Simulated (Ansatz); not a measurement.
# Lutetium, hcp: convergence with Fermi-Dirac smearing

Computed with Ansatz, PBE, scalar-relativistic PAW, on the relaxed cell (a = 3.507 Å, c = 5.477 Å (c/a = 1.562); spin not included). Errors count from a run at 420 eV on a Γ-centred 17×17×10 mesh with Fermi-Dirac smearing of 0.1 eV, extrapolated to zero width. Fixed here: cutoff 420 eV, mesh 10×10×6. The SCF starts from atomic densities corrected by a trained network.

```csv
width (eV),E(σ→0) error (meV/atom),F error (meV/atom),P (GPa),SCF iterations
0.01,-0.2,-0.5,-0.30,8
0.03,-0.1,-2.3,-0.27,9
0.1,-0.1,-26.9,-0.01,9
0.2,-8.4,-101.1,0.35,8
0.3,-21.4,-210.6,0.77,8
0.6,-56.0,-740.6,2.41,10
1.0,-26.7,-1963.7,4.39,8
```
